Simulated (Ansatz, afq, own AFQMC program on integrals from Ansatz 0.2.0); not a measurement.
Two steps: Ansatz 0.2.0 writes the Fock matrix and Cholesky factors of the valence space, and afq projects on them the lowest state that overlaps trial and start.

```yaml
crystal:
  periodic: [false, false, false]
  atoms:
    - {symbol: B, position_ang: [0.000000, 0.000000, 0.000000]}
    - {symbol: N, position_ang: [0.000000, 0.000000, 1.261538]}
basis:
  gaussian: {orbitals: 6-31G}
magnetization: {spin_polarized: false}
correlation: {method: ccsd_t, electrons: outside_noble_gas, hamiltonian_folder: ham}
```

```sh
$ ansatz run in.yaml --threads 1 --pin off --events-out ev --progress --plain --max-ram 24576MiB --backend cuda --devices 0, --max-vram 18GiB
```

Options of the walk:

```
--method phaseless --trial cisd --walkers 4000 --populations 20 --least-time 60 --time-step 0.005 --steps-per-block 50 --equilibration-blocks 28 --max-blocks 4000 --target-error 0.00017 --factor-cut 1e-05 --seed 8658 --release-times 0.24,0.51,0.99,1.62,2.4 --release-step 0.03 --release-every 3 --taylor-order 6
```

Times are imaginary, in 1/Eh. The walk had a cap of 122 s. With eight or more populations the least sampling time is a fifth of least-time, and the error comes from their spread.

Log:

```
orbitals 16  electrons 4 4  factors 93 of 258
reference energy -78.85238711 Eh
CCSD correlation -0.23255884 Eh in 13 cycles, weight of the determinant in the CISD state 0.7239
energy of the start -79.084968 Eh
 block  time / (1/Eh)  mean weight  energy / Eh
     1     0.250  0.9998  -79.082959
     2     0.500  1.0000  -79.086081
     3     0.750  1.0000  -79.090042
     4     1.000  1.0001  -79.092711
     5     1.250  1.0001  -79.094510
     7     1.750  0.9999  -79.098028
     9     2.250  1.0000  -79.100708
    13     3.250  1.0002  -79.103881
    37     9.250  1.0000  -79.099503
    61    15.250  1.0003  -79.101300
    85    21.250  0.9999  -79.103872
   109    27.250  1.0002  -79.100317
   133    33.250  1.0003  -79.096973
   157    39.250  1.0000  -79.100349
   181    45.250  1.0000  -79.100715
   205    51.250  0.9999  -79.101120
   229    57.250  1.0000  -79.101126
   253    63.250  0.9997  -79.105519
   277    69.250  1.0000  -79.107989
   301    75.250  0.9999  -79.100005
   325    81.250  1.0001  -79.101343
   349    87.250  1.0001  -79.103980
   373    93.250  0.9998  -79.099051
   397    99.250  1.0000  -79.103601
   421   105.250  1.0001  -79.103055
   445   111.250  0.9997  -79.101897
   469   117.250  1.0003  -79.101687
   481   120.250  0.9997  -79.104871
error from the spread of 20 populations
released: time / (1/Eh)  energy / Eh  error  mean overlap
  0.24  -79.103297  0.000130  1.0001
  0.51  -79.103975  0.000158  1.0002
  0.99  -79.104890  0.000169  1.0014
  1.62  -79.105556  0.000172  1.0028
  2.40  -79.106281  0.000225  1.0053
energy -79.102342 +/- 0.000189 Eh
(rows thinned)
```

The run passed its tests (sampling time, drift between the halves within three errors, error under three times the target), which doesn't prove that it has relaxed, ending at its cap on processor time.

Against this walk (error 5.1 meV) on the same determinant: CCSD(T) 282.7 meV lower, CCSDT(Q) 190.5 meV lower, CCSDTQ 153.3 meV lower, full CI 161.1 meV lower. The error is statistical and leaves out the bias of the constraint. The released energies are still falling (meV from the phaseless value at times in 1/Eh: -26 ± 4 at 0.24, -44 ± 4 at 0.51, -69 ± 5 at 0.99, -87 ± 5 at 1.62, -107 ± 6 at 2.40), so they give no level; they do show a bias of the constraint, and the last of them that isn't too noisy lies 54 meV above full CI. Full CI is exact here, so the walk's 161 meV above it is the walk's own error: the bias of the constraint with this trial. The determinant is a poor start (see the cautions), so the low cluster orders aren't to be relied on, and full CI is the sure value.

Cautions: constraint bias not in the error; error above the target (5.1 against 4.6 meV); restricted determinant unstable towards unrestricted (UHF 2.56 eV lower, ⟨S²⟩ 1.20); strong correlation (T1 0.101, weight of the determinant 0.72, largest double 0.29); (T) is large, 12 % of the CCSD correlation; CCSD(T) is in doubt: in a space of 8 electrons in 8 natural orbitals full CI lies 103 meV above it.

The walk took 2 min on 1 × NVIDIA H100 80GB HBM3 with 2 threads of AMD EPYC 7R13 Processor (Zen 3), on a shared host (the card was shared). The log's last line is the phaseless energy.

CCSDT and higher add their correlation energy to the determinant of the CCSD(T) run, since their own runs factorise the integrals more tightly (a shift of under 2 meV). A walk keeps the symmetry of its determinant, which the program's search chose and which needn't be the lowest solution, so a lower state of the same spin and another symmetry isn't excluded.
